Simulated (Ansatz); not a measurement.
Input file:

```yaml
crystal:
  periodic: [false, false, false]
  atoms:
    - {symbol: Al, position_ang: [0.000000, -0.075183, 1.427166]}
    - {symbol: B, position_ang: [0.000000, 0.523760, -0.596061]}
    - {symbol: F, position_ang: [0.000000, -0.282645, -1.649481]}
    - {symbol: H, position_ang: [0.000000, 1.722317, -0.719901]}
basis:
  gaussian: {orbitals: cc-pVDZ}
magnetization: {spin_polarized: false, initial_magnetization: 2}
correlation: {method: ccsdt_q, electrons: outside_noble_gas}
```

```sh
$ ansatz run in.yaml --threads 1 --pin off --events-out ev --progress --plain --max-ram 2393MiB
```

The program prints:

```
923 factors; integrals over basis functions are off by at most 1.7e-7 eV
mean field evaluation 1: about -9973.6502 eV, gradient 2.1e1 eV
mean field evaluation 2: about -9973.7102 eV, gradient 2.1e1 eV
mean field evaluation 4: about -9975.2286 eV, gradient 2.0e0 eV
mean field evaluation 8: about -9975.3311 eV, gradient 6.9e-1 eV
mean field evaluation 16: about -9975.4495 eV, gradient 9.5e-2 eV
mean field evaluation 32: about -9975.4335 eV, gradient 4.0e-1 eV
mean field evaluation 64: about -9975.4486 eV, gradient 2.9e-1 eV
mean field evaluation 96: about -9974.9623 eV, gradient 7.9e-3 eV
mean field evaluation 128: about -9970.9170 eV, gradient 7.3e0 eV
mean field evaluation 160: about -9974.9623 eV, gradient 4.8e-4 eV
...
cycle  13  -9.24555138 eV  change    1.1e-5 eV  update   6.6e-5
cycle  14  -9.24555986 eV  change   -8.5e-6 eV  update   3.3e-5
cycle  15  -9.24553140 eV  change    2.8e-5 eV  update   1.9e-5
cycle  16  -9.24553298 eV  change   -1.6e-6 eV  update   1.1e-5
cycle  17  -9.24553512 eV  change   -2.1e-6 eV  update   7.4e-6
cycle  18  -9.24553309 eV  change    2.0e-6 eV  update   5.0e-6
cycle  19  -9.24553294 eV  change    1.5e-7 eV  update   2.6e-6
cycle  20  -9.24553296 eV  change   -2.2e-8 eV  update   1.6e-6
cycle  21  -9.24553176 eV  change    1.2e-6 eV  update   8.7e-7
cycle  22  -9.24553098 eV  change    7.8e-7 eV  update   5.0e-7
perturbative correction -0.01921766 eV, -0.0007062360 hartree
Total energy: -9984.71478104 eV, -366.9315003204 hartree
```

For the same geometry and basis UCCSDT(Q) lies 3.2 meV lower.

Ran on 1 thread of Arm Neoverse V1, shared host: 79 s wall, 0.86 GiB peak host memory.
